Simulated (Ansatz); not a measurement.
Molecule (SMILES): Cl (HCl).
Atoms: Cl1, H2. Bonds: Cl1-H2.

Basis-set convergence of the optimised Cl1-H2 bond length at B3LYP with Ansatz (a program for electronic structure). Cartesian d functions, on some or all atoms, in 6-31G*, 6-31+G*, 6-311G**, 6-311+G**; all else is spherical. The program fits the integrals of some runs and decomposes those of others, by size. No added dispersion term, no relativity. Reference: the value in aug-cc-pV(5+d)Z, 1.2804 Å. Deviations are taken from unrounded values.

| basis | functions | optimised Cl1-H2 bond length (Å) |
|---|---|---|
| 6-31G* | 21 | 1.2895 |
| 6-31+G* | 25 | 1.2904 |
| def2-SVP | 23 | 1.2896 |
| def2-SVPD | 35 | 1.2921 |
| pcseg-1 | 23 | 1.2963 |
| aug-pcseg-1 | 36 | 1.2959 |
| cc-pV(D+d)Z | 28 | 1.2916 |
| aug-cc-pV(D+d)Z | 41 | 1.2901 |
| 6-311G** | 33 | 1.2876 |
| 6-311+G** | 37 | 1.2873 |
| def2-TZVP | 43 | 1.2820 |
| def2-TZVPD | 55 | 1.2826 |
| pcseg-2 | 48 | 1.2819 |
| aug-pcseg-2 | 73 | 1.2822 |
| cc-pV(T+d)Z | 53 | 1.2807 |
| aug-cc-pV(T+d)Z | 78 | 1.2810 |
| def2-TZVPP | 56 | 1.2806 |
| def2-TZVPPD | 68 | 1.2809 |
| cc-pV(Q+d)Z | 94 | 1.2804 |
| aug-cc-pV(Q+d)Z | 135 | 1.2805 |
| pcseg-3 | 97 | 1.2806 |
| aug-pcseg-3 | 138 | 1.2806 |
| def2-QZVPP | 100 | 1.2805 |
| def2-QZVPPD | 112 | 1.2806 |
| cc-pV(5+d)Z | 155 | 1.2803 |
| aug-cc-pV(5+d)Z | 216 | 1.2804 |

What the diffuse functions change, pair by pair:
- 6-31G* to 6-31+G*: 4 more functions, deviation 0.0091 to 0.0100 Å
- def2-SVP to def2-SVPD: 12 more functions, deviation 0.0092 to 0.0116 Å
- pcseg-1 to aug-pcseg-1: 13 more functions, deviation 0.0159 to 0.0154 Å
- cc-pV(D+d)Z to aug-cc-pV(D+d)Z: 13 more functions, deviation 0.0112 to 0.0097 Å
- 6-311G** to 6-311+G**: 4 more functions, deviation 0.0072 to 0.0068 Å
- def2-TZVP to def2-TZVPD: 12 more functions, deviation 0.0016 to 0.0022 Å
- pcseg-2 to aug-pcseg-2: 25 more functions, deviation 0.0014 to 0.0018 Å
- cc-pV(T+d)Z to aug-cc-pV(T+d)Z: 25 more functions, deviation 0.0003 to 0.0006 Å
- def2-TZVPP to def2-TZVPPD: 12 more functions, deviation 0.0001 to 0.0005 Å
- cc-pV(Q+d)Z to aug-cc-pV(Q+d)Z: 41 more functions, deviation 0.0000 to 0.0001 Å
- pcseg-3 to aug-pcseg-3: 41 more functions, deviation 0.0001 to 0.0001 Å
- def2-QZVPP to def2-QZVPPD: 12 more functions, deviation 0.0001 to 0.0001 Å
- cc-pV(5+d)Z to aug-cc-pV(5+d)Z: 61 more functions, deviation -0.0001 to 0.0000 Å

Leaving out the reference's own pair, they bring the value nearer the reference by more than 0.0001 Å in 3 of 12 pairs.
